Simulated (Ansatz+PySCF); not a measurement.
Results of a calculation; reference values are marked as such.
# Several solutions for singlet CH₄

```
atom    x (Å)    y (Å)    z (Å)
   C   0.0000   0.0000   0.0000
   H   1.4582   1.4582   1.4582
   H   0.6340  -0.6340  -0.6340
   H  -0.6340   0.6340  -0.6340
   H  -0.6340  -0.6340   0.6340
```

Basis set: 6-31G (spherical functions). Charge 0, multiplicity 1.

PBE0 (unrestricted) was run from several starts with Ansatz (development build ahead of 0.2.0) and PySCF 2.14.0.

```tsv
run	program	start	converged	energy (hartree)	<S²>
A	PySCF	program defaults	yes	-40.24519	0.00
B	Ansatz	search for the lowest state	yes	-40.27094	0.81
C	Ansatz	atomic start, no search	yes	-40.24519	0.00
D	Ansatz	stability test followed	yes	-40.27094	0.81
```

Q: Which runs reached the lowest solution of this kind, and what is wrong with the others?

A: B, D reached the lowest solution found. Converged but too high: A by 0.70 eV, C by 0.70 eV. Convergence only shows a stationary point, and even a stable one can lie too high; stability tests and further starts are what find lower ones. Caution: charge can spread falsely over distant fragments. Caution: the unrestricted determinant is a mixture of spin states.
